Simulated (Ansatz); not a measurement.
`O[SiH2][SiH3]` + H₂O → `O[SiH2]O` + SiH₄  (formal hydrolysis of the Si–Si bond)

Program: Ansatz. Geometries: PBE0-D4/def2-TZVP. ΔE: electronic, gas phase. CBS: MP2 limit from def2 TZ/QZ plus the TZ coupled-cluster correction, frozen cores. This one scheme is used for every species. Each species was taken in one conformer, which may not be the lowest.

```json
{"species": "`O[SiH2][SiH3]`", "CCSD(T)/CBS(def2) energy (Eh)": "-656.96789"}
{"species": "H₂O", "CCSD(T)/CBS(def2) energy (Eh)": "-76.37941"}
{"species": "`O[SiH2]O`", "CCSD(T)/CBS(def2) energy (Eh)": "-441.92975"}
{"species": "SiH₄", "CCSD(T)/CBS(def2) energy (Eh)": "-291.46306"}
```

(1) Work out ΔE.

(2) What do rigid-rotor, harmonic-oscillator terms from PBE0-D4/def2-TZVP frequencies (298.15 K, 1 bar) make of the CCSD(T)/CBS value? (An estimate is asked.)

Largest T1 diagnostic among the species: 0.012.

Answers

(1) ΔE = (-441.92975) + (-291.46306) − (-656.96789) − (-76.37941) = -0.04551 Eh = -1.24 eV.

(2) Ansatz gave: ΔZPE = -0.01 eV, ΔH = -1.28 eV, ΔS = -28 J/(mol·K), ΔG = -1.19 eV.

From PBE to PBE0 (25 % exact exchange), in def2-TZVPP and without D4, ΔE moves by −0.06 eV. In def2-TZVPP, CCSD(T) changes the Hartree–Fock value by +0.23 eV (the triples alone add +0.03 eV) and MP2 by +0.15 eV.
